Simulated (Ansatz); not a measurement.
We consider CsCl-type TlCl, described by Hartree–Fock (PAW; Ansatz, a first-principles code).

Numerical settings: plane-wave cutoff 520 eV, 6×6×6 k mesh, scalar-relativistic PAW data made under PBE.

Cell (relaxed at this level):

```yaml
crystal:
  lattice:
    - [4.14631, 0.00000, 0.00000]
    - [0.00000, 4.14631, 0.00000]
    - [0.00000, 0.00000, 4.14631]
  atoms:
    - { symbol: Tl, position: [0.00000, 0.00000, 0.00000] }
    - { symbol: Cl, position: [0.50000, 0.50000, 0.50000] }
```

Task: Give the computed Poisson ratio, elastic constant C12, polycrystal shear modulus (Hill average), Young modulus, elastic constant C11 and elastic constant C44.

Result: 
- Poisson ratio: 0.375
- elastic constant C12: 4.97 GPa
- polycrystal shear modulus (Hill average): 3.96 GPa
- Young modulus: 10.9 GPa
- elastic constant C11: 33.7 GPa
- elastic constant C44: 0.99 GPa

Elastic constants are with the ions relaxed.

Spin–orbit coupling is not included; it can shift volumes and moduli of such heavy elements.

Cost on a shared machine: roughly 50 core-minutes.
